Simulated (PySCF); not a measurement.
# A diatomic session: HF

An exercise on one series of results from a longer session: the logs are not shown, and one member is left open.

Method: H def2-SVPD, F def2-SVPD, no relativity; program: PySCF 2.14.0.

Set-up of the first run:

Settings of the job:

- atoms: H, F
- charge: 0
- basis: H def2-SVPD, F def2-SVPD
- Hamiltonian: no relativity
- basis functions: 31
- electrons treated: 10
- masses in u: 1.0078, 18.9984
- levels: PBE0, PBE, r²SCAN, TPSS, BHandHLYP, r²SCAN0, CAM-B3LYP, HF, MP2, SCS-MP2, CCSD, CCSD(T)
- grid: 80 radial by 434 angular points
- occupations: held fixed by the projection of orbital angular momentum
- dissociation limit: H + F, each in its ground configuration
- starting distance in angstrom: 0.935
- values of 2S to try: 0, 2

Run with:

```
$ OMP_NUM_THREADS=1 python dia.py task.json out
```

Steps of the session up to this table: Set-up; PBE0 along the bond; PBE; r²SCAN; TPSS (meta-GGA); BHandHLYP; r²SCAN0 (hybrid meta-GGA); CAM-B3LYP (range-separated hybrid); RHF (mean field); Adding correlation.

One of the session's tables, all rows but one given; the rest of the session is left out.

Energy (eV) from each level's lowest point:

```
R (Å)    RHF  RHF-MP2  RHF-SCS-MP2  RHF-CCSD  RHF-CCSD(T)
0.792  0.541    0.726        0.722       n/a          n/a
0.829  0.212    0.339        0.337     0.326        0.335
0.866  0.043    0.114        0.113     0.106        0.112
0.893      ?        ?            ?         ?            ?
0.921  0.013    0.000        0.000     0.000        0.000
0.949  0.073    0.018        0.018     0.022        0.019
0.986  0.210    0.099        0.100     0.108        0.101
1.032  0.449    0.271        0.271     0.286        0.273
1.087  0.807    0.548        0.547     0.569        0.549
1.161  1.355    0.991        0.988       n/a          n/a
```

**Question.** Estimate the row for R (Å) = 0.893.

Worked estimate for «RHF». A straight line through the neighbours (0.866, 0.043) and (0.921, 0.013) gives 0.043 + (0.013 − 0.043) × (0.893 − 0.866) / (0.921 − 0.866) = 0.028; a parabola fitted to 4 rows on both sides gives -0.002.

The run gave: RHF: 0.000; RHF-MP2: 0.029; RHF-SCS-MP2: 0.028; RHF-CCSD: 0.025; RHF-CCSD(T): 0.027. In «RHF» the line misses by +0.028 and the parabola by -0.002.

To keep in mind: Lowest PBE0 solution found, without spin–orbit coupling: ¹Σ⁺ (singlet), closed shell.
